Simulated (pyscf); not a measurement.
Elementary routes open to `[GeH3][SnH3]` + `[CH3]` [doublet] in the gas phase (doublet surface):
A. `[SnH3]` [doublet] + `[CH3][GeH3]` (Ge–Sn broken; C–Ge formed)
B. `[GeH3][SnH2]` [doublet] + `[CH4]` (H–Sn broken; C–H formed)

Structures and frequencies: ωB97X-D3(BJ)/def2-SVP in PySCF.

### Question
Rank the routes by free-energy barrier at 1200 K, lowest first, for ωB97M-D3(BJ)/def2-TZVP energies (ideal gas, 1 atm, RRHO with modes under 100 cm⁻¹ raised to 100, one conformer, R ln 2 for chiral ones without a mode under 150 cm⁻¹).

### Answer
B (35.5 kcal/mol), A (50.8 kcal/mol)

Route B is the fastest of these, ahead of the next by 15.2 kcal/mol. The most stable products are those of B (ΔG = -29.4 kcal/mol), so kinetics and thermodynamics agree. At 298 K B is still the fastest. Only these routes are compared; each barrier is that of the saddle found, and lower ones may exist. Elements up to Kr have no core potential and no relativistic terms here. Elements past Kr carry the def2 core potentials, without spin-orbit coupling.
